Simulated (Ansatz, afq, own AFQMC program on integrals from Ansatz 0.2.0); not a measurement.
**Where AFQMC and coupled cluster stand for AlGaCl, quartet**

```yaml
atoms:
  - { symbol: Cl, position_ang: [0.0000, 0.0000, -2.1660] }
  - { symbol: Al, position_ang: [0.0000, 0.0000, -0.0752] }
  - { symbol: Ga, position_ang: [0.0000, 0.0000, 2.2412] }
```

Connectivity, by distances: Cl–Al–Ga.

Basis cc-pVDZ. Only valence electrons are correlated. Integrals, coupled cluster, full CI and functionals: Ansatz 0.2.0; the random walks run on the same integrals in our own AFQMC program. The CISD trial takes its coefficients from CCSD amplitudes. Released means that phaseless walkers are propagated on without the constraint, phases kept. Free AFQMC starts from the CCSD state and is never constrained. Its projection time is finite, and what remains of the start isn't in its error. Error bars are statistical, one sigma. No spin–orbit coupling.

Determinant: UHF, the one that the program's search chose, which needn't be the lowest solution. The geometry is a point of a scan.

No full CI on the walks' own integrals is used here; CCSDT(Q) serves as the reference and is uncertain by about the last step of the cluster series.

Cautions: no relativity below Rb; no spin-orbit coupling; inner d shell frozen; lower spins were not checked.

- T1 diagnostic: 0.0197
- weight of the determinant in the CISD state: 0.858
- ⟨S²⟩ of the determinant: 3.773
- size of the correlated space: 13 electrons in 39 orbitals

Reference: CCSDT(Q), correlation energy -6.676 eV. The released energy is read at 2.40 1/Eh (meV from the phaseless value at times in 1/Eh: -4 ± 17 at 0.24, 6 ± 13 at 0.51, -3 ± 12 at 0.99, -7 ± 12 at 1.62, 20 ± 16 at 2.40).

```
         level  E − E(reference) (meV)  share of correlation (%)
            HF                  6676.2                      0.00
           MP2                  1019.5                     84.73
          CCSD                   258.2                     96.13
       CCSD(T)                    54.2                     99.19
         CCSDT                    18.1                     99.73
   ph-AFQMC/HF            105.1 ± 48.6                     98.43
 ph-AFQMC/CISD              7.4 ± 15.7                     99.89
released AFQMC             27.8 ± 15.6                     99.58
    free AFQMC             19.5 ± 11.7                     99.71
```

Free projections are given only where their last times agree within the noise and don't stop above the reference; a slow remainder of the start can still hide under it. A walk keeps the symmetry of its determinant, which the program's search chose and which needn't be the lowest solution, so a lower state of the same spin and another symmetry isn't excluded. Released energies are given only where the last usable release times agree within the noise; a slower fall can still hide under it.
